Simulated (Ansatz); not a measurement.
# 1T (CdI2-type) PtS₂

Method: rVV10 (PAW; Ansatz, an electronic-structure program).

Cell: relaxed at this level.

For 1T (CdI2-type) PtS₂, the interlayer binding energy is 30.0 meV/Å² and the layer repeat distance is 5.034 Å. The gap between the layers is 2.551 Å.

Spin–orbit coupling is not included.

Static lattice: no zero-point or thermal effects.

Cost on a shared machine: roughly 2.5 core-minutes.
